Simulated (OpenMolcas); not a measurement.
# One shape, several levels: singlet [BNH3]+

Wanted: a comparison of 6 runs (HF/STO-3G, UHF/STO-3G, B2PLYP/STO-3G, PBE0/STO-3G, SVWN5/STO-3G, ACPF/STO-3G) of singlet [BNH3]+. 

Program for the calculation: OpenMolcas 26.06.

## (1) Starting point

[BNH3]+ has 5 atoms, charge +1, and is taken as a singlet. As SMILES of the parent species, `[BH]N`. Geometry: relaxed at GFN2-xTB. This is one conformer, not always the lowest. That shape belongs to the parent species and isn't relaxed for this state.

Bond lengths: B1–N2 1.372 Å, B1–H3 1.172 Å, N2–H4 1.016 Å, N2–H5 1.009 Å. Angles: B1–N2–H4 124.6°, B1–N2–H5 124.7°, N2–B1–H3 121.6°, H4–N2–H5 110.8°.

## (2) The energy at HF/STO-3G (run 1)

The input, test.inp:

```
>>> EXPORT MOLCAS_PRINT=2

&GATEWAY
 BasLib=$CurrDir
 Coord
 5
 bohr
 B      1.33373090    -0.64556824     1.02035762
 N     -0.31881569     0.76235331    -0.39801412
 H      1.01427270    -2.80990936     1.36768928
 H     -1.90233060     0.06816242    -1.23416123
 H     -0.12683842     2.62494297    -0.75585266
 Basis=STO-3G
 Group=NoSym

&SEWARD

&SCF
 Charge=1
 Thresholds=1e-10 1e-07 1e-07 1e-05
 PrOrbitals=1 1
```

The basis set STO-3G is read from a file made from the Basis Set Exchange's data (not shown).

Run with:

```sh
export MOLCAS_MEM=1860
pymolcas test.inp > test.log
```

The program printed:

```text
--- Start Module: gateway ---
[...]
--- Stop Module: gateway /rc=_RC_ALL_IS_WELL_ ---
--- Start Module: seward ---
[...]
      Basis functions           13
--- Stop Module: seward /rc=_RC_ALL_IS_WELL_ ---
[...]
--- Start Module: scf ---
[...]
       Convergence after  15 Iterations
[...]
::    Total SCF energy                                -79.5751947619
[...]
      Total spin, S                                     0.0000000000
[...]
      Total electronic charge=   14.000000
      Total            charge=    1.000000
[...]
      Dipole Moment (debye):
      Origin of the operator (angstrom)=    0.1736    0.0651    0.0950
                   X=  1.1344E+00               Y=  2.2337E-01               Z=  6.6555E-01           Total=  1.3341E+00
      Center of Charge (angstrom)
[...]
--- Stop Module: scf /rc=_RC_ALL_IS_WELL_ ---
[...]
```

It took 3.6 s on 1 thread of AMD EPYC 7R43 (Zen 3), shared host; peak memory 0.37 GiB.

## (3) The energy at UHF/STO-3G (run 2)

The input, step1.inp:

```
&GATEWAY
  BasLib
  $CurrDir
  Coord
  5
  bohr
  B      1.33373090    -0.64556824     1.02035762
  N     -0.31881569     0.76235331    -0.39801412
  H      1.01427270    -2.80990936     1.36768928
  H     -1.90233060     0.06816242    -1.23416123
  H     -0.12683842     2.62494297    -0.75585266
  Basis
  STO-3G
  Group
  NoSym

&SEWARD

&SCF
  UHF
  Charge
  1
  Scramble
  0.25
  PrOrbitals
  1 1
```

The basis set STO-3G is read from a file made from the Basis Set Exchange's data (not shown).

Run with:

```sh
export MOLCAS_MEM=1860
pymolcas step1.inp > step1.log
```

The program printed:

```text
--- Start Module: gateway ---
[...]
--- Stop Module: gateway /rc=_RC_ALL_IS_WELL_ ---
--- Start Module: seward ---
[...]
      Basis functions           13
--- Stop Module: seward /rc=_RC_ALL_IS_WELL_ ---
[...]
--- Start Module: scf ---
[...]
       Convergence after  19 Iterations
[...]
::    Total SCF energy                                -79.5751947618
[...]
      Total spin, S                                     0.0000000000
[...]
      Total electronic charge=   14.000000
      Total            charge=    1.000000
[...]
      Dipole Moment (debye):
      Origin of the operator (angstrom)=    0.1736    0.0651    0.0950
                   X=  1.1344E+00               Y=  2.2337E-01               Z=  6.6556E-01           Total=  1.3341E+00
      Center of Charge (angstrom)
[...]
--- Stop Module: scf /rc=_RC_ALL_IS_WELL_ ---
[...]
```

It took 3.6 s on 1 thread of AMD EPYC 7R43 (Zen 3), shared host; peak memory 0.37 GiB.

Runs 3 to 5 aren't shown in full; the table further down has their settings and results.

## (4) The energy at ACPF/STO-3G (run 6)

The input, test.input:

```
>>> EXPORT MOLCAS_PRINT=2

&gateway
 baslib
 $CurrDir
 coord
 5
 bohr
 B      1.33373090    -0.64556824     1.02035762
 N     -0.31881569     0.76235331    -0.39801412
 H      1.01427270    -2.80990936     1.36768928
 H     -1.90233060     0.06816242    -1.23416123
 H     -0.12683842     2.62494297    -0.75585266
 basis
 STO-3G
 group
 NoSym

&seward

&scf
 charge
 1
 thresholds
 1e-10 1e-07 1e-07 1e-05
 prorbitals
 1 1

&motra
 frozen
 2

&guga
 electrons
 10
 spin
 1
 inactive
 5
 active
 0
 ciall
 1

&cpf
 acpf
```

The basis set STO-3G is read from a file made from the Basis Set Exchange's data (not shown).

Run with:

```sh
export MOLCAS_MEM=1860
pymolcas test.input > test.log
```

The program printed:

```text
--- Start Module: gateway ---
[...]
--- Stop Module: gateway /rc=_RC_ALL_IS_WELL_ ---
[...]
      Basis functions           13
[...]
       Convergence after  15 Iterations
[...]
::    Total SCF energy                                -79.5751947619
[...]
      Total spin, S                                     0.0000000000
[...]
      *** WARNING: Default frozen orbitals is overwritten by user input.
      *** Default values:   2
[...]
--- Start Module: guga ---
[...]
--- Stop Module: guga /rc=_RC_ALL_IS_WELL_ ---
--- Start Module: cpf ---
[...]
      Active orbitals                            0       0
[...]
      Spin quantum number                      0.0
[...]
     FINAL ACPF ENERGY         -79.69954899
     FINAL CORRELATION ENERGY   -0.12435423  REFERENCE ENERGY     -79.57519476
[...]
      Title:  ACPF natural orbitals
[...]
      Total electronic charge=   14.000000
      Total            charge=    1.000000
[...]
      Dipole Moment (debye):
      Origin of the operator (angstrom)=    0.1736    0.0651    0.0950
                   X=  3.1527E-01               Y=  7.7778E-01               Z= -1.2261E-03           Total=  8.3924E-01
      Quadrupole Moment (debye*angstrom):
[...]
--- Stop Module: cpf /rc=_RC_ALL_IS_WELL_ ---
[...]
```

Run time: 3.3 s. Hardware: 1 thread of AMD EPYC 7R43 (Zen 3), shared host; peak memory 0.37 GiB.

## (5) Overview of the runs

```csv
run,level,SCF convergence threshold,scramble,energy (Eh),HOMO energy (eV),LUMO energy (eV),HOMO–LUMO gap (eV),wall time
1,HF/STO-3G,1e-10,–,-79.575195,-19.06,-4.99,14.06,3.6 s
2,UHF/STO-3G,–,0.25,-79.575195,-19.06,-4.99,14.06,3.6 s
3,B2PLYP/STO-3G,1e-10,–,-79.927193,-16.98,-8.04,8.94,6.9 s
4,PBE0/STO-3G,1e-10,–,-79.955906,-15.79,-9.74,6.05,6.9 s
5,SVWN5/STO-3G,1e-10,–,-79.290564,-14.39,-11.10,3.30,6.6 s
6,ACPF/STO-3G,1e-10,–,-79.699549,-19.06,-4.99,14.06,3.3 s
```

## (6) Results

```
                                          quantity         value
                               run 6: total energy  -79.69955 Eh
        run 6: HOMO energy (Hartree–Fock orbitals)     -19.06 eV
        run 6: LUMO energy (Hartree–Fock orbitals)      -4.99 eV
      run 6: HOMO–LUMO gap (Hartree–Fock orbitals)      14.06 eV
run 6: correlation energy (2 core orbitals frozen)    -124.4 mEh
```

**Reading.** Over runs 1, 2, 3, 4, 5 the HOMO–LUMO gap runs from 3.30 eV (SVWN5/STO-3G) to 14.06 eV (HF/STO-3G). Exact exchange widens orbital gaps. For B2PLYP the log adds the whole second-order term; the table takes 0.27 of it, as the functional is defined. Totals of different functionals can't be ranked against each other. In runs 1, 2, 3, 4, 5, 6 the basis is minimal, so the values are rough. All runs together took 31 s, the longest 6.9 s.
